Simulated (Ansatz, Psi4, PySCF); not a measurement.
System: formamide, CH₃NO, charge 0, multiplicity 1. SMILES: NC=O
Coordinates optimised at B3LYP-D3(BJ)/def2-TZVP (Ansatz, an electronic-structure program):
```
C
O 1 1.2093
N 1 1.3564 2 124.95
H 3 1.0045 1 121.30 2 180.00
H 3 1.0072 4 119.31 1 180.00
H 1 1.1056 2 122.73 3 180.00
```

Wanted: size of the dipole moment, in D. Set-up: no spin-orbit coupling; 6-311+G** with 5d; no dispersion term unless named; non-relativistic; 6-31G* and kin with 6d, 5d where marked; LANL2DZ all-electron up to Ne. Ab initio and DFT rows: single points at B3LYP-D3(BJ) geometries (Ansatz).

Measured values: NIST CCCBDB, as tabulated in the package chemicals; dipoles are vibrational averages and may belong to another conformer or a mix. 

Value to compare with, the measured value: 3.73 D.

```tsv
level	program	size of the dipole moment (D)	error
PBE/LANL2DZ	Ansatz	4.18	0.45
PBE/6-31G*	Ansatz	3.69	-0.04
BLYP/6-31G*	Ansatz	3.67	-0.06
B3LYP/6-31G*	Ansatz	3.81	0.08
B3LYP/6-311+G**	Ansatz	4.05	0.32
M06-2X/6-311+G**	PySCF	4.08	0.35
wB97X-D/6-311+G**	Psi4	4.11	0.38
```

Among the 7 habitual levels, PBE/LANL2DZ lies farthest from the measured value (0.45 D); 5 of 7 lie above it, and their mean absolute error is 0.24 D, the median 0.32. One case shows no general order.

The levels are drawn from those run, B3LYP/6-31G* more often than the rest, none by its result; runs whose electronic state is in doubt are left out.
